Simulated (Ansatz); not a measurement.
**Nudged elastic band run: H$_{3}$SSi**

The input (input.yaml):

```yaml
crystal:
  periodic: [false, false, false]
  atoms:
    - { symbol: Si, position_ang: [-0.097077, -0.697144, -0.305116] }
    - { symbol: S, position_ang: [0.271084, 1.415884, -0.288953] }
    - { symbol: H, position_ang: [-0.105607, -1.273411, 1.080845] }
    - { symbol: H, position_ang: [-1.443517, -0.849047, -0.937962] }
    - { symbol: H, position_ang: [1.424918, 1.330117, 0.409686] }
magnetization:
  spin_polarized: true
  initial_magnetization: 1
basis:
  gaussian: { orbitals: def2-SVP }
hamiltonian:
  xc: pbe0
  dispersion: d4
neb:
  order_check: false
  images: 7
  f_tol: 0.05
  max_iterations: 60
  initial_path: linear
  final_atoms:
    - { symbol: Si, position_ang: [0.00307541, -0.7599126, -0.08839812] }
    - { symbol: S, position_ang: [0.68201129, 1.15076878, 0.61037978] }
    - { symbol: H, position_ang: [-0.47326943, -1.47249194, 1.13716341] }
    - { symbol: H, position_ang: [-1.1161922, -0.62941613, -1.0799082] }
    - { symbol: H, position_ang: [0.95417593, 1.63745089, -0.62073686] }
```

Launched with:

```bash
$ ansatz run input.yaml --threads 1 --pin off --max-ram 2048MiB --backend cpu --events-out ev --progress --plain --runs-dir out
```

Output, in part (warnings, iteration lines, the closing report on the highest movable image, with atoms numbered from 0):

```
NEB end point (image 0): max|allowed force component| = 5.550e-3 eV/Å (the criterion of neb.relax_end_points is 1.000e-2)
NEB end point (image 8): max|allowed force component| = 7.780e-3 eV/Å (the criterion of neb.relax_end_points is 1.000e-2)
NEB iter   1: max|band force component| = 7.212e1 eV/Å  barrier→ = 13.5267 eV  barrier← = 13.5267 eV  Δτ_max = 0.1989 Å  (214 SCF iters)
NEB iter   2: max|band force component| = 1.018e1 eV/Å  barrier→ = 1.1548 eV  barrier← = 1.1547 eV  Δτ_max = 0.1129 Å  (196 SCF iters)
NEB iter   3: max|band force component| = 6.461e0 eV/Å  barrier→ = 0.6011 eV  barrier← = 0.6011 eV  Δτ_max = 0.1560 Å  (184 SCF iters)
NEB iter   4: max|band force component| = 2.151e0 eV/Å  barrier→ = 0.1729 eV  barrier← = 0.1729 eV  Δτ_max = 0.1550 Å  (190 SCF iters)
NEB iter   5: max|band force component| = 6.693e-1 eV/Å  barrier→ = 0.1023 eV  barrier← = 0.1022 eV  Δτ_max = 0.0614 Å  (177 SCF iters)
NEB iter   6: max|band force component| = 2.106e-1 eV/Å  barrier→ = 0.0937 eV  barrier← = 0.0936 eV  CI = image 4  Δτ_max = 0.0178 Å  (170 SCF iters)
NEB iter   7: max|band force component| = 1.399e-2 eV/Å  barrier→ = 0.0934 eV  barrier← = 0.0933 eV  CI = image 4  Δτ_max = 0.0000 Å  (336 SCF iters)
Total energy: -18747.98502547 eV, -688.9757418453 hartree
Atom 0 at    -0.095432    -0.660183    -0.116147 Å, force     0.001357    -0.002058    -0.001046 eV/Å
Atom 1 at     0.231499     1.434647     0.239960 Å, force    -0.006642    -0.004952     0.001619 eV/Å
Atom 2 at    -0.293689    -1.416741     1.158907 Å, force     0.002647     0.007537    -0.002440 eV/Å
Atom 3 at    -1.261617    -0.894389    -1.023082 Å, force     0.004450     0.006178     0.002425 eV/Å
Atom 4 at     1.469040     1.463065    -0.301139 Å, force    -0.001812    -0.006705    -0.000559 eV/Å
Dipole moment:     0.168734    -0.138844    -0.107886 e Å
```

It converged. Another band between the same ends (7 images) ends at a top of the same energy, where a vibrational analysis finds 1 clearly imaginary mode.

Final band (atoms are numbered from 1 in the order of the input):

| image | path coordinate (Å) | energy (kcal/mol) | dihedral H3–Si1–S2–H5 (°) |
| --- | --- | --- | --- |
| 0 | 0.00 | 0.0 | 55 |
| 1 | 0.25 | 0.3 | 71 |
| 2 | 0.49 | 1.0 | 86 |
| 3 | 0.74 | 1.8 | 102 |
| 4 | 0.98 | 2.2 | 118 |
| 5 | 1.23 | 1.8 | 135 |
| 6 | 1.47 | 1.0 | 152 |
| 7 | 1.71 | 0.3 | 168 |
| 8 | 1.95 | 0.0 | -176 |

Time of the run: 120 s on 1 thread of Intel(R) Xeon(R) Processor @ 2.70GHz, on a shared host, peak memory 0.13 GiB.
